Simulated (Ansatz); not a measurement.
A nudged elastic band was laid between two geometries of CF3 (4 atoms, charge 0, multiplicity 2).

Computed with UKS r2SCANh-D4/def2-SVP (Ansatz 0.2.0).

* movable images: 5
* climbing image: yes
* spring: 5.0 eV/Å²
* optimiser: quadratic models (default)
* start path: IDPP
* force threshold: 0.05 eV/Å
* iteration limit: 60
* end points: relaxed

Image 0:

```xyz
4
Properties=species:S:1:pos:R:3
F -1.227 0.025 0.266
C -0.040 -0.060 -0.289
F 0.659 -1.045 0.228
F 0.608 1.080 -0.205
```

Image 6:

```xyz
4
Properties=species:S:1:pos:R:3
F -1.254 -0.015 0.073
C 0.040 0.060 0.289
F 0.632 -1.085 0.035
F 0.582 1.040 -0.398
```

Problem. Which bonds break or form, and what moves?

Solution. No bond is made or broken. The height of C2 over the plane of its neighbours goes from -0.40 to 0.40 Å. The two ends are copies of one structure, up to a mirror image or an exchange of like atoms. The height can change sign by an inversion or by a turn that exchanges like atoms.

Problem. What energy profile does the band end with?

Solution. The forces met the threshold. The highest image is number 3 of 0 to 6, 1.11 eV above the ends, which have the same energy within 2 meV. A vibrational analysis at the climbing image gives one clearly imaginary mode, 1107i cm⁻¹: a first-order saddle point.

```csv
image,path coordinate (Å),energy (eV),height of C2 over the plane of its neighbours (Å)
0,0.00,0.00,-0.40
1,0.12,0.22,-0.27
2,0.24,0.76,-0.14
3,0.36,1.11,0.00
4,0.48,0.76,0.14
5,0.60,0.22,0.27
6,0.73,0.00,0.40
```

Problem. What is the geometry of the highest image?

Solution. 
```xyz
4
Properties=species:S:1:pos:R:3
F -1.297 0.005 0.177
C 0.000 0.000 0.000
F 0.675 -1.113 0.138
F 0.622 1.108 -0.315
```

Problem. What are the harmonic wavenumbers there?

Solution. 1107i, 481, 481, 913, 1479, 1480 cm⁻¹.

Time of the run: 72 s on 1 thread of Arm Neoverse V2, with other jobs on the host, peak memory 0.16 GiB.
